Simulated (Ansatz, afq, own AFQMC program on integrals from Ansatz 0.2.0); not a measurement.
AlH₃ + N, quartet in cc-pVTZ along one coordinate

```yaml
atoms:
  - { symbol: Al, position_ang: [-0.9646, 0.0000, 0.0000] }
  - { symbol: H, position_ang: [-1.7575, 1.3734, 0.0000] }
  - { symbol: H, position_ang: [-1.7575, -1.3734, 0.0000] }
  - { symbol: H, position_ang: [0.6212, 0.0000, 0.0000] }
  - { symbol: N, position_ang: [2.0664, 0.0000, 0.0000] }
```

A hydrogen atom is moved from one rigid fragment to the other; the Al1–H4 distance tells how far. The two fragments are held close together, so this isn't a minimum-energy path and the start is a compressed complex. Energies in kJ/mol count from this geometry (1.586 Å) at the same level; the start stands on UHF, each point on the determinant named.

Basis cc-pVTZ. Only valence electrons are correlated. AFQMC by an in-house program on the Cholesky factors that Ansatz 0.2.0 writes for its CCSD(T) run. ph-AFQMC/CISD is guided by a CISD state made of CCSD amplitudes; releasing the constraint for a short imaginary time cuts its bias at the price of noise, slowly where states lie close. ± is one standard error of the sampling.

Cautions, each for one point or more: lower spins were not checked.

| r(Al1–H4) / Å | det. | T1 | weight | ⟨S²⟩ | CCSD(T) | ph-AFQMC/CISD | released AFQMC | CCSDT(Q) | B2PLYP | r2SCAN |
| --- | --- | --- | --- | --- | --- | --- | --- | --- | --- | --- |
| 1.702 | UHF | 0.019 | 0.88 | 3.79 | 2.7 | 2.9 ± 0.6 | 2.0 ± 1.0 | 2.4 | -1.2 | -5.6 |
| 1.759 | UHF | 0.019 | 0.88 | 3.80 | 1.9 | 1.5 ± 0.5 | – | 1.5 | -3.6 | -8.9 |
| 1.817 | UHF | 0.018 | 0.89 | 3.80 | -1.1 | -2.3 ± 0.5 | -1.8 ± 1.1 | -1.5 | -7.9 | -13.0 |
| 1.875 | UHF | 0.017 | 0.89 | 3.79 | -5.6 | -4.8 ± 0.6 | -7.5 ± 1.3 | -5.8 | -13.1 | -17.0 |
| 1.991 | UHF | 0.015 | 0.89 | 3.78 | -8.3 | -7.0 ± 0.6 | -8.8 ± 1.0* | -8.3 | -16.3 | -16.4 |

Weight is that of the determinant in the CISD state; at the start T1 is 0.017 and the weight 0.89, and ⟨S²⟩ is 3.78. An asterisk marks released energies that aren't shown to be converged. A dash marks a missing value, a released energy that hasn't settled or a functional that sits on another state. Largest departures from CCSDT(Q), at the points where its series has closed: CCSD(T) 0.4 kJ/mol at 1.759 (on UHF), ph-AFQMC/CISD 1.2 kJ/mol at 1.991 (on UHF), released AFQMC -1.7 kJ/mol at 1.875 (on UHF) (within the noise), B2PLYP -8.0 kJ/mol at 1.991, r2SCAN -11.5 kJ/mol at 1.817. Functionals count only at points shown to share the start's state and spin.

Some points may be missing: those where a free walk finds a much lower state, and past Zn most of those on another determinant than at the start.

CCSDT and higher add their correlation energy to the determinant of the CCSD(T) run, since their own runs factorise the integrals more tightly (a shift of under 2 meV). A walk keeps the symmetry of its determinant, which the program's search chose and which needn't be the lowest solution, so a lower state of the same spin and another symmetry isn't excluded.
